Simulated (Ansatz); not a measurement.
# CaPd5: computed properties

Theory: Ansatz 0.2.0, DFT r2SCAN, scalar-relativistic, plane waves, PAW.

Cutoff 500 eV; k points 12×12×8 on the computed 6-atom cell (Γ-centred); Gaussian smearing, width 0.10 eV; no spin polarisation.

The structure is relaxed at this level of theory with its symmetry kept. Whether it is the stable form of this composition wasn't checked.

```
Ca Pd
1.0
     5.29868    0.00000    0.00000
    -2.64934    4.58879    0.00000
     0.00000    0.00000    4.41746
Ca Pd
1 5
Direct
  0.00000 0.00000 0.00000
  0.50000 0.00000 0.50000
  0.50000 0.50000 0.50000
  0.00000 0.50000 0.50000
  0.33333 0.66667 0.00000
  0.66667 0.33333 0.00000
```

```
Space group                                                       : P6/mmm (No. 191)
Volume per atom                                                   : 17.90 Å³
Formation energy from the elements' standard states (uncorrected) : -0.371 eV/atom
Generalised Kohn–Sham band gap                                    : none (metal)
Density of states at the Fermi level                              : 5.74 states/eV per cell
Löwdin character within 0.5 eV of the Fermi level                 : Pd 4d 80 %, unprojected 17 %
Bulk modulus                                                      : 128 GPa
Its pressure derivative                                           : 5.2
Bader charges (e)                                                 : Ca (1 in the cell) 1.47, Pd (3 in the cell) -0.27, Pd (2 in the cell) -0.33
```